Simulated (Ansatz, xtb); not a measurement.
**Two isomers of C2H5N+**

Structure I is the doublet with the links of `[CH2][NH+]=C` and structure II is the doublet with the links of `C[C]=[NH2+]`. Both are isolated ions in the gas phase, relaxed with BLYP-D3(BJ)/def2-SVP; the shapes shown needn't be the lowest conformers.

I (Å):

```xyz
8

C    -1.1640    0.1871    0.0228
C    -0.6513   -2.0065   -0.8569
N    -0.3944   -0.9106   -0.1158
H    -0.8081    1.0002    0.6697
H    -2.1232    0.2383   -0.5134
H     0.4985   -0.9120    0.4083
H     0.0851   -2.8214   -0.8627
H    -1.5872   -2.0546   -1.4329
```

II (Å):

```xyz
8

C    -1.0560   -0.0001    0.2364
C    -0.7784   -1.3938   -0.0345
N    -0.4139   -2.1387   -1.0054
H    -2.1005    0.0973    0.6114
H    -0.9149    0.6466   -0.6625
H    -0.3942    0.3500    1.0612
H    -0.2946   -3.1610   -0.8824
H    -0.2177   -1.7741   -1.9622
```

Quicker runs give these differences E(II) − E(I): GFN2-xTB +8.9 kcal/mol; HF/STO-3G +9.7 kcal/mol (at GFN2-xTB geometries); r2SCAN-D4/def2-SVP +8.1 kcal/mol (at GFN2-xTB geometries).

Problem. Estimate E(II) − E(I) at the level CCSD(T)/def2-SVP.

Solution. Calculated at CCSD(T)/def2-SVP: E(II) − E(I) = +8.8 kcal/mol, so structure I lies lower.

How the difference moves with the method:

```csv
level,geometry,E(II) − E(I) (kcal/mol),departure from the last row (kcal/mol),"job, with rough time for the two"
GFN2-xTB,GFN2-xTB,+8.9,+0.1,"optimisation, 0.27 s"
HF/STO-3G,GFN2-xTB,+9.7,+0.9,"single point, 0.97 s"
r2SCAN-D4/def2-SVP,GFN2-xTB,+8.1,−0.7,"single point, 9.3 s"
BLYP-D3(BJ)/def2-SVP,BLYP-D3(BJ)/def2-SVP,+9.6,+0.8,"optimisation, 67 s"
HF/def2-SVP,BLYP-D3(BJ)/def2-SVP,+9.3,+0.5,part of the CCSD(T) run
MP2/def2-SVP,BLYP-D3(BJ)/def2-SVP,+2.9,−5.9,part of the CCSD(T) run
CCSD(T)/def2-SVP,BLYP-D3(BJ)/def2-SVP,+8.8,,"single point, 26 s"
```

As drawn, II has 1 C–C, 1 N–H in place of 1 C–N, 1 C–H.

None of the levels shown reverses the order. The largest departure from CCSD(T)/def2-SVP is that of MP2/def2-SVP, 5.9 kcal/mol. MP2 in a larger basis moves the difference by −1.1 kcal/mol, a step that isn't added because spin contamination makes open-shell MP2 unreliable in this search.

With harmonic frequencies from BLYP-D3(BJ)/def2-SVP (ideal gas, rigid rotor, one conformer each, 298.15 K, 1 atm): the zero-point term adds −1.1 kcal/mol; ΔH is +8.1 and ΔG +6.9 kcal/mol.

Open shells are spin-unrestricted, with notable spin contamination under HF/STO-3G, HF/def2-SVP, MP2/def2-SVP, CCSD(T)/def2-SVP. The correlated steps freeze 3 core orbitals. Programs: Ansatz 0.2.0, xtb 6.7.1; the last row on 1 thread of Intel(R) Xeon(R) Processor @ 2.50GHz (Skylake/Cascade Lake) on a shared host.
